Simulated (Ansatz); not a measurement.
The first iterations of a band of CH5OSi (8 atoms, charge 1, multiplicity 1).

Method: RKS B3LYP/def2-SVPD (Ansatz 0.2.0).

```json
{"movable images": "5", "climbing image": "yes", "spring": "0.1 eV/Å²", "optimiser": "quadratic models (default)", "start path": "through a guess of the saddle point", "force threshold": "0.03 eV/Å", "iteration limit": "60", "end points": "relaxed"}
```

Initial state:

```xyz
8
Properties=species:S:1:pos:R:3
O -1.241 0.210 -1.320
C -0.206 0.575 -0.694
Si 0.616 -0.315 0.840
H -1.672 -0.610 -0.994
H 0.210 1.501 -1.127
H 0.571 0.745 1.876
H 1.975 -0.616 0.332
H -0.253 -1.489 1.086
```

Final state:

```xyz
8
Properties=species:S:1:pos:R:3
O -0.825 0.487 -1.182
C 0.312 0.880 -0.493
Si 0.700 -0.354 0.950
H -1.390 -0.315 -0.990
H -1.123 1.041 -1.941
H 0.641 0.515 2.150
H 2.053 -0.850 0.603
H -0.367 -1.403 0.902
```

| iteration | highest image above the first end (eV) | largest band force component (eV/Å) |
| --- | --- | --- |
| 1 | 4.924 | 4.938 |
| 2 | 4.714 | 2.199 |
| 3 | 4.646 | 0.388 |

Question: Does the band converge within its limit, and where does its top end?

Answer: It converged. It ended after 9 iterations with the highest image 4.632 eV above the first end. Neighbouring images differ by up to 2.1 eV, so the band resolves the path poorly. Another band between the same ends (5 images) ends at a top of the same energy, where a vibrational analysis finds 1 clearly imaginary mode. The orbitals stay closed-shell, which can raise the energy where a bond breaks towards radicals; this wasn't checked here.

Run time: 94 s on 2 threads of Arm Neoverse V1, on a shared host, peak memory 0.18 GiB.
